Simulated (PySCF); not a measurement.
Gas-phase reaction: 2 H₂SiNH + N₂H₂ → 2 N₂ + 2 SiH₄

Method: PySCF energies plus ideal-gas RRHO corrections (1 bar). † marks an energy on the PBE0/def2-TZVP geometry and frequencies; other levels use their own. All species are closed-shell singlets. B3LYP is the form with VWN-RPA correlation. H₂SiNH: computed as isolated molecules; such fragments, hydroxides, amides, oligomers or adducts are transient or little studied in the gas. The harmonic model lacks anharmonicity and excited electronic states, which grow with temperature; levels with a mode under 35 cm⁻¹ are left out.

| level | ΔE electronic, kJ | ΔH°(298 K), kJ | ΔS°(298 K), J/K | ΔG°(2500 K), kJ |
|---|---|---|---|---|
| B3LYP/def2-TZVP† | -434 | -465 | 83 | -677 |
| BLYP/def2-TZVP† | -417 | -449 | 83 | -660 |
| HF/def2-TZVP† | -598 | -629 | 83 | -841 |
| PBE0/def2-TZVP | -414 | -445 | 83 | -657 |
| LDA/def2-TZVP† | -303 | -334 | 83 | -546 |
ΔH° is lowest at HF/def2-TZVP† and highest at LDA/def2-TZVP†. No reference value is set beside these.
